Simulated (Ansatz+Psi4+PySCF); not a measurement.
Results of a calculation; reference values are marked as such.
## Ansatz (development build ahead of 0.2.0) run

```yaml
crystal:
  periodic: [false, false, false]
  atoms:
    - { symbol: C, position_ang: [-0.00512, 0.01912, 0.34389] }
    - { symbol: F, position_ang: [0.00857, 1.24014, -0.12922] }
    - { symbol: F, position_ang: [1.08713, -0.61011, -0.12296] }
    - { symbol: F, position_ang: [-1.08126, -0.64725, -0.12938] }
basis:
  gaussian: { orbitals: cc-pVTZ }
magnetization:
  initial_magnetization: 1
hamiltonian:
  xc: hf
correlation:
  method: mp2
  frozen_orbitals: { C: 1, F: 1 }
```

The input is written out in the form of the current development build from the run's settings. Correlation on restricted open-shell orbitals is semicanonical, with singles.

Output:

| Quantity | Value |
| --- | --- |
| Converged | yes |
| Reference energy | -336.25519 hartree |
| Correlation energy | -0.88242 hartree |
| Total energy | -337.13761 hartree |
| Spin squared of the determinant | 0.750 |
| Stability test | minimum among restricted orbitals |
